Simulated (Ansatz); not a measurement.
## A ladder of methods for [AlH4]− (SMILES [H][Al-]([H])([H])[H])

[AlH4]− has 5 atoms, charge -1, and is taken as a singlet. SMILES: `[H][Al-]([H])([H])[H]`. Geometry: a GFN2-xTB relaxation, a rough one for these elements and not checked as a minimum.

```xyz
5

Al   -0.0014   -0.0011    0.0000
H     0.0129   -0.0193    1.6271
H     1.5300    0.0130   -0.5529
H    -0.7739    1.3341   -0.5201
H    -0.7675   -1.3267   -0.5541
```

Each level gives the energy change with the Al1–H2 bond stretched from 1.627 to 3.255 Å (eV). The values are calculated.

```csv
level,kind,program,value (eV),less FCI/3-21G,CPU time (all runs)
HF/3-21G (restricted),Hartree–Fock,Ansatz,2.94,+0.61,0.21 s
SVWN5/3-21G (restricted),LDA,Ansatz,2.52,+0.19,1.2 s
PBE/3-21G (restricted),GGA,Ansatz,2.43,+0.10,1.8 s
PBE0/3-21G (restricted),global hybrid,Ansatz,2.66,+0.33,1.8 s
wB97M-V/3-21G (restricted),range-separated hybrid,Ansatz,2.82,+0.49,25 s
RPA@PBE/3-21G (restricted),RPA,Ansatz,2.22,-0.11,2.6 s
MP2/3-21G (restricted),perturbation theory,Ansatz,2.73,+0.40,0.23 s
CCSDT/3-21G (restricted),coupled cluster or CI,Ansatz,2.33,0.00,0.65 s
FCI/3-21G,exact in the basis,Ansatz,2.33,0.00,21 s
```

FCI/3-21G is exact within its basis and frozen core, so for wave-function methods in that basis the difference is their error; functionals converge differently with the basis, so for them it is only a difference. A spin-restricted reference rises too steeply as a bond breaks; here HF/3-21G, wB97M-V/3-21G lie well above the multireference or unrestricted value. Sets without diffuse functions describe the anion poorly. The first shape isn't each level's own minimum. The values span 2.22 to 2.94 eV. All rows use very small basis sets, so none should be taken for the real molecule's value. In so small a basis fixed costs decide the times, and correlated methods can beat functionals. CPU times are rough (shared hosts, several kinds of processor and program).
